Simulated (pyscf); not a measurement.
Insertion: silicon tetrachloride (Cl–Si(Cl)(Cl)–Cl) + silylene (SiH₂) [singlet] -> Cl–SiH₂–Si(Cl)(Cl)–Cl

Gas phase, singlet surface, charge 0. Bonds broken: Cl1–Si2. Bonds formed: Cl1–Si6, Si2–Si6. Optimised with ωB97X-D3(BJ)/def2-SVP in PySCF.

Transition state (Å):

```xyz
8

Cl     0.5535     0.0176     0.5246
Si    -1.4975    -0.4902     0.3549
Cl    -1.8921    -1.9981    -0.9506
Cl    -2.7711     1.0931     0.4269
Cl    -1.7473    -1.3794     2.1921
Si    -0.1171     0.8355    -1.7423
H      0.4933     2.1987    -1.4982
H      1.0686     0.1652    -2.4021
```

One imaginary mode, 139i cm⁻¹; descent along it reached the two sides named, in the forms told below.

```
bond     change  reactant side (Å)  saddle  product side
-------  ------  -----------------  ------  ------------
Cl1–Si2  breaks              2.069   2.120           3.5
Cl1–Si6   forms                2.7   2.502         2.065
Si2–Si6   forms                3.6     2.8         2.312
```

Electronic energies relative to the separated reactants (kJ/mol):

```
level                   barrier  reaction energy  reverse barrier
----------------------  -------  ---------------  ---------------
ωB97X-D3(BJ)/def2-TZVP    -30.5           -264.8            234.3
PBE/def2-TZVP             -26.5           -242.3            215.8
r²SCAN/def2-TZVP          -24.4           -256.1            231.7
B3LYP-D3(BJ)/def2-TZVP    -14.0           -241.2            227.2
PBE0-D3(BJ)/def2-TZVP     -30.1           -257.7            227.6
M06-2X/def2-TZVP           -9.5           -234.4            225.0
ωB97M-D3(BJ)/def2-TZVP     -6.6           -225.4            218.9
HF/def2-TZVP               63.3           -214.0            277.4
```

With ωB97M-D3(BJ)/def2-TZVP energies and thermal terms (ideal gas, 1 atm, RRHO with modes under 100 cm⁻¹ raised to 100, one conformer, R ln 2 for rigid chiral ones), in kJ/mol:

| T (K) | ΔH‡ | ΔG‡ | ΔH | ΔG |
|---|---|---|---|---|
| 298 | -1.0 | 41.2 | -212.2 | -172.0 |
| 600 | 0.2 | 83.5 | -210.0 | -132.0 |
| 900 | 2.2 | 124.7 | -206.3 | -93.8 |
| 1200 | 4.4 | 165.3 | -202.2 | -56.9 |

On the reactant side the descent ends in a bound adduct, 40.6 kJ/mol under the separated species and 10.1 kJ/mol under the saddle at ωB97X-D3(BJ)/def2-TZVP. At ωB97X-D3(BJ), PBE, r²SCAN, B3LYP-D3(BJ), PBE0-D3(BJ), M06-2X, ωB97M-D3(BJ) the saddle lies under the separated reactants, which points to a path from their complex (located at ωB97X-D3(BJ) alone). One saddle was located; it need not be the lowest between these sides.
